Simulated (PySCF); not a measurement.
Gas-phase reaction: vinylsilane + 2 H = SiH2 + 2 CH3

Computed with PySCF and rigid-rotor harmonic-oscillator thermochemistry at 1 bar. † marks an energy on the PBE0/def2-TZVP geometry and frequencies. CCSD(T) freezes the core. Open shells (unrestricted): H (multiplicity 2), CH3 (multiplicity 2); the rest are closed-shell singlets. CCSD(T) isn't extrapolated to the basis-set limit; its ΔH°(298 K) is 29.2 kJ in def2-SVP and 23.7 kJ in def2-TZVPP. The harmonic model lacks anharmonicity and excited electronic states, which grow with temperature; levels with a mode under 35 cm⁻¹ are left out. Internal rotation in vinylsilane is treated as a harmonic vibration of one conformer, which makes the entropy rough.

```csv
level,"ΔE electronic, kJ","ΔH°(298 K), kJ","ΔS°(298 K), J/K","ΔG°(1800 K), kJ"
BLYP/def2-TZVP†,-14,1,81,-105
CCSD(T)/def2-SVP†,14,29,81,-76
PBE/def2-TZVP†,32,47,81,-59
PBE0/def2-QZVP†,20,35,81,-71
r2SCAN/def2-TZVP†,4,19,81,-86
ωB97M-V/def2-TZVP†,19,34,81,-71
```
ΔH° is lowest at BLYP/def2-TZVP† and highest at PBE/def2-TZVP†. No reference value is set beside these.
